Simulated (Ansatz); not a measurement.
Gas-phase electronic energies from Ansatz, PBE0-D4/def2-TZVP geometries. CCSD(T)/CBS is extrapolated from def2-TZVPP and def2-QZVPP, frozen cores. DFT in def2-TZVPP. Each species was taken in one conformer, which may not be the lowest.

`F[Si]Cl` + H₂S → `S[Si]Cl` + H–F  (ligand exchange at the Si–F bond)

`F[Si]Cl`:

Z-matrix (Å, degrees):
```
Si
F 1 1.603
Cl 1 2.080 2 100.6
```

H₂S:

```xyz
3

S    -0.580   -0.050   -0.213
H    -0.028   -0.122    1.008
H     0.608    0.172   -0.795
```

`S[Si]Cl`:

Cartesian coordinates in Å:
```
S -0.216 0.874 0.685
Si -0.020 -0.619 -0.828
Cl 1.299 -1.866 0.200
H -1.063 1.611 -0.057
```

H–F:

Z-matrix (Å, degrees):
```
F
H 1 0.920
```

```csv
level,ΔE (kJ/mol)
BLYP,78.2
r2SCAN0,64.2
```

Problem. What does CCSD(T)/CBS give? (Estimate.)

Solution. Computed: +65.0 kJ/mol. The listed levels differ from it by 13.2, -0.8 kJ/mol.

Largest T1 diagnostic among the species: 0.014.

The D4 term adds −7.5 kJ/mol with B3LYP and −3.9 kJ/mol with PBE0; it sums over pairs of atoms, weighted by their polarisabilities, and B3LYP, whose exchange is more repulsive, gets the larger term. In def2-TZVPP, CCSD(T) changes the Hartree–Fock value by −19.3 kJ/mol (the triples alone add −4.8 kJ/mol) and MP2 by −25.3 kJ/mol. Leaving LDA and LC-ωPBE aside and taking each functional with its dispersion term where it has one, the values, not all of them listed here, spread over 30.6 kJ/mol, from revPBE-D4 to CAM-B3LYP-D4.

B3LYP here is the variant with VWN-RPA as its local correlation; programs differ in this.
